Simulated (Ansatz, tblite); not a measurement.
**The cluster BaSe2: removing and adding an electron**

The task here is to estimate one member of a computed series from the others.

Computed with Ansatz 0.2.0, Gaussian basis. Level: as each input shows.

Plan: charge +1 doublet, at the geometry of the singlet (PBE0-D4/def2-TZVP, PBE-D4/def2-TZVP, r2SCAN-D4/def2-TZVP, CCSD(T)/def2-TZVPP); charge -1 doublet, at the geometry of the singlet (PBE0-D4/def2-TZVPD, PBE-D4/def2-TZVPD, r2SCAN-D4/def2-TZVPD); the starting singlet's energies come from earlier runs.

3 further runs of the same task are left out: 3 set aside as unsound or not needed.

## The relaxed structure

The singlet was relaxed beforehand with PBE0-D4/def2-TZVP. At that level it is the lowest of the isomers that a small search found.

3 atoms, charge 0, spin multiplicity 1.

Atoms are counted from 1 here; the program's logs count them from 0.

Bond lengths: Ba1–Se2 2.851 Å, Ba1–Se3 2.851 Å, Se2–Se3 2.397 Å. Angles: Se2–Ba1–Se3 49.7°, Ba1–Se2–Se3 65.1°, Ba1–Se3–Se2 65.1°.

Ba takes a core potential in the def2 sets. No spin-orbit coupling is included.

The first run:

in.yaml reads:

```yaml
crystal:
  periodic: [false, false, false]
  atoms:
    - {symbol: Ba, position_ang: [-0.940799, -1.301133, 0.628846]}
    - {symbol: Se, position_ang: [1.323808, -0.124549, -0.641641]}
    - {symbol: Se, position_ang: [-0.383009, 1.425683, 0.012795]}
basis:
  gaussian: {orbitals: def2-SVP}
total_charge: 1
magnetization: {spin_polarized: true, initial_magnetization: 1}
hamiltonian: {xc: pbe0, dispersion: d4}
output: {orbitals: {seedname: orbitals}}
```

Run with:

```sh
$ ansatz run in.yaml --threads 4 --pin off --events-out ev --progress --plain --max-ram 3916MiB
```

Among the steps run: Charge +1 doublet at the fixed geometry, first pass, PBE0-D4/def2-SVP; Charge +1 doublet at the fixed geometry, PBE0-D4/def2-TZVP; Charge +1 doublet at the fixed geometry, PBE-D4/def2-TZVP; Charge +1 doublet at the fixed geometry, r2SCAN-D4/def2-TZVP; Charge +1 doublet at the fixed geometry, CCSD(T)/def2-TZVPP.

One table of the session follows, with a row left open; its other results are not shown here.

It belongs to the step «Vertical ionisation energy». 

```
             method  vertical ionisation energy (eV)
      HF/def2-TZVPP                             5.34
   PBE-D4/def2-TZVP                             6.12
r2SCAN-D4/def2-TZVP                             6.13
  PBE0-D4/def2-TZVP                             6.16
     MP2/def2-TZVPP                             6.08
    CCSD/def2-TZVPP                             5.99
 CCSD(T)/def2-TZVPP                                ?
```

Q: Estimate the row for CCSD(T)/def2-TZVPP from the others.

The run gave: vertical ionisation energy (eV): 6.01. In the column «vertical ionisation energy (eV)» it lies between CCSD/def2-TZVPP (5.99) and MP2/def2-TZVPP (6.08).

To keep in mind: The anion's highest level is positive in at least one run, so there the basis alone may hold the extra electron.
